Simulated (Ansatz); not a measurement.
**Disilane (Si₂H₆): small, medium and large basis sets**

An exercise on one series of results from a longer session: the logs are not shown, and one member is left open.

The runs use Ansatz 0.2.0, Gaussian basis; one geometry, several basis sets.

Levels to be run: PBE0-D4/def2-SVP; ωB97M-V/def2-SVP; PBE0-D4/def2-QZVPP; ωB97M-V/def2-QZVPP; the functionals' def2-TZVPP values are taken from earlier runs.

**The geometry**

An earlier PBE0-D4 in a triple-zeta def2 set relaxation fixed the geometry.

SMILES `[SiH3][SiH3]`, 8 atoms, charge 0, spin multiplicity 1.

Atoms are counted from 1 here; the program's logs count them from 0.

Bond lengths: Si1–Si2 2.339 Å, Si1–H3 1.488 Å, Si1–H4 1.488 Å, Si1–H5 1.488 Å, Si2–H6 1.488 Å, Si2–H7 1.488 Å, Si2–H8 1.488 Å. Angles: Si2–Si1–H3 110.3°, Si2–Si1–H4 110.3°, Si2–Si1–H5 110.3°, H3–Si1–H4 108.7°, H3–Si1–H5 108.7°, H4–Si1–H5 108.7°, Si1–Si2–H6 110.3°, Si1–Si2–H7 110.3°, Si1–Si2–H8 110.3°, H6–Si2–H7 108.7°, H6–Si2–H8 108.7°, H7–Si2–H8 108.7°.

Set-up of the first run:

in.yaml

```yaml
crystal:
  periodic: [false, false, false]
  atoms:
    - {symbol: Si, position_ang: [-0.340494, 0.490198, -1.004948]}
    - {symbol: Si, position_ang: [0.363520, -0.504446, 0.990999]}
    - {symbol: H, position_ang: [0.833867, 0.948192, -1.794945]}
    - {symbol: H, position_ang: [-1.112933, -0.483915, -1.821908]}
    - {symbol: H, position_ang: [-1.208011, 1.664091, -0.717949]}
    - {symbol: H, position_ang: [1.139019, 0.468588, 1.806340]}
    - {symbol: H, position_ang: [1.228114, -1.680486, 0.703963]}
    - {symbol: H, position_ang: [-0.810979, -0.959222, 1.782649]}
basis:
  gaussian: {orbitals: def2-SVP}
hamiltonian: {xc: pbe0, dispersion: d4}
output: {orbitals: {seedname: orbitals}}
```

Among the steps run: PBE0-D4 in def2-SVP; ωB97M-V in def2-SVP; PBE0-D4 in def2-QZVPP; ωB97M-V in def2-QZVPP.

One of the session's tables, all rows but one given; the rest of the session is left out.

It belongs to the step «Density functionals: the series». 

```
functional       basis  HOMO (eV)  LUMO (eV)
   PBE0-D4    def2-SVP      -8.45       0.50
   PBE0-D4  def2-TZVPP      -8.39       0.29
   PBE0-D4  def2-QZVPP          ?          ?
   ωB97M-V    def2-SVP     -10.45       2.42
   ωB97M-V  def2-TZVPP     -10.43       1.99
   ωB97M-V  def2-QZVPP     -10.43       1.35
```

Q: Estimate the row for PBE0-D4, def2-QZVPP from the others.

As computed: HOMO (eV): -8.38; LUMO (eV): 0.23. In the column «HOMO (eV)» it is the highest.
